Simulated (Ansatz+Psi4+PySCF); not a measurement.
## doublet O3(+): levels of theory in one basis

```xyz
3

O     0.0000    0.0000    0.0000
O     0.0000    1.1328    0.5043
O     0.0000   -1.1328    0.5043
```

Basis set: cc-pVTZ (spherical functions). Correlated methods keep 3 orbitals frozen. Correlation on ROHF uses semicanonical orbitals with singles. Charge 1, multiplicity 2.

Computed with Ansatz (development build ahead of 0.2.0); each method stands on the lowest determinant of its kind that the runs found.

```
      method  E − E(ROHF) (eV)  <S²> of the determinant
        ROHF              0.00                     0.75
         UHF             -1.69                     1.60
    ROHF-MP2            -18.90                        –
     UHF-MP2            -18.08                     1.60
   ROHF-CCSD            -19.13                        –
    UHF-CCSD            -19.15                     1.60
ROHF-CCSD(T)            -20.42                        –
 UHF-CCSD(T)            -20.23                     1.60
```

Caution: the determinant breaks the point group. Caution for ROHF, ROHF-MP2, ROHF-CCSD, ROHF-CCSD(T): an unrestricted determinant lies well below. Caution for UHF, UHF-MP2, UHF-CCSD, UHF-CCSD(T): the unrestricted determinant is a mixture of spin states. Caution for ROHF-MP2, UHF-MP2, ROHF-CCSD, UHF-CCSD, ROHF-CCSD(T), UHF-CCSD(T): large amplitudes, a single reference is doubtful. Caution for ROHF-MP2, UHF-MP2: MP2 on this radical cation hangs on the determinant chosen. Caution for ROHF-MP2, UHF-MP2, ROHF-CCSD(T), UHF-CCSD(T): another reference gives a lower total.
